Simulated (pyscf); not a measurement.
`[O]=[B][OH]` + `[OH2]` + `[H]` [doublet] → `[OH][B]([OH])[OH]` + `[H]` [doublet], an addition across a multiple bond or ene-type step (doublet surface; H–O broken, H–O, B–O formed). Structures and frequencies: ωB97X-D3(BJ)/def2-SVP in PySCF. Correlated levels are frozen-core, on RHF or UHF. ΔMP2 is the change of the MP2 total energy from the triple- to the quadruple-zeta basis. Energies in kcal/mol from the separated reactants.

Small-basis levels: PySCF, no dispersion term, spherical d functions. AM1 to PM7: differences of heats of formation from MOPAC, which are fitted to 298 K values and so differ in kind from electronic energies by zero-point and thermal terms. Open shells are spin-unrestricted. 

```csv
level,barrier,reaction energy
HF/3-21G,-2.7,-73.2
SVWN5/6-31G*,-28.2,-68.1
B3LYP/STO-3G,-31.7,-70.8
B3LYP/6-31G*,-6.0,-55.8
PM3,-20.4,-48.0
PM6,-14.3,-46.7
PM7,-5.7,-35.1
CCSD(T)/def2-TZVPP + ΔMP2(QZVPP),0.8,-54.0
```

Against the last row the barrier runs from -32.5 (B3LYP/STO-3G) to -3.6 kcal/mol (HF/3-21G); HF/3-21G happens to lie closest here (3.6 kcal/mol apart). At HF/3-21G, SVWN5/6-31G*, B3LYP/STO-3G, B3LYP/6-31G*, PM3, PM6, PM7 this geometry lies under one side, so the entry may be no barrier of that level: it is a single point on another level's saddle. CCSD(T)/def2-TZVPP + ΔMP2(QZVPP) has limits of its own. On the reactant side the descent ends in a bound adduct (not fully relaxed), 11.1 kcal/mol under the separated species and 10.0 kcal/mol under the saddle at ωB97X-D3(BJ)/def2-TZVP. One saddle was located; it need not be the lowest between these sides. The CCSD(T) − MP2 part came from Ansatz, without density fitting, on the same reference.
